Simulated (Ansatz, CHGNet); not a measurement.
For zinc-blende InSb, the machine-learned potential CHGNet 0.3.0 (trained on PBE and PBE+U data) gives:

```
Property                        Value
---------------------  --------------
lattice parameter a           6.644 Å
enthalpy of formation  -0.182 eV/atom
```

### Question
What does HSE06-D3(BJ) in Ansatz (plane waves, PAW) give for the same quantities?

### Answer

- lattice constant a: 6.441 Å (decreases by 3.1 %)
- formation enthalpy: -0.119 eV/atom (moves by +0.063 eV/atom)

For comparison: lattice constant a 6.468 Å (measured, static lattice: zero-point anharmonic expansion removed; as tabulated in Mejia-Rodriguez and Trickey (2018), arXiv:1807.09216); formation enthalpy -0.16 eV/atom (measured, 298 K, no zero-point or thermal correction; as tabulated in Zhang et al. (2018), doi:10.1038/s41524-018-0065-z).

Changes are worked out from the printed values.

Unless a cell is named, each level is at its own relaxed cell (CHGNet 0.3.0 36.65, HSE06-D3(BJ) 33.40 Å³/atom).

Levels without +SOC leave out spin–orbit coupling, which shifts energies and cells of such heavy elements.

Caveats: the energies of CHGNet 0.3.0 can hold anion corrections fitted to measured formation enthalpies (CHGNet 0.3.0). Ansatz's density-functional and Hartree–Fock values are scalar-relativistic unless marked +SOC, with PAW data made under PBE.

Ansatz is a quantum-chemistry and plane-wave program.
